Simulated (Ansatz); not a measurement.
Tetradymite Bi₂Se₃ was calculated with PBE-D3(BJ) (Ansatz, a first-principles code, PAW).

Rigid layers of the crystal as relaxed at this level are moved apart or together:

| run | layer repeat (Å) | energy against free layers (meV/Å²) | gap on the mesh (eV) |
|---|---|---|---|
| 1 | 9.2467 | -23.64 | 0.067 |
| 2 | 9.3967 | -24.83 | 0.119 |
| 3 | 9.5467 | -24.94 | 0.196 |
| 4 | 9.7467 | -24.01 | 0.321 |
| 5 | 10.047 | -21.43 | 0.516 |
| 6 | 10.547 | -16.34 | 0.737 |
| 7 | 11.547 | -8.56 | 0.835 |
| 8 | 13.547 | -2.62 | 0.893 |

The lowest energy of these points lies at a layer repeat of 9.55 Å.

Spin–orbit coupling is not included.
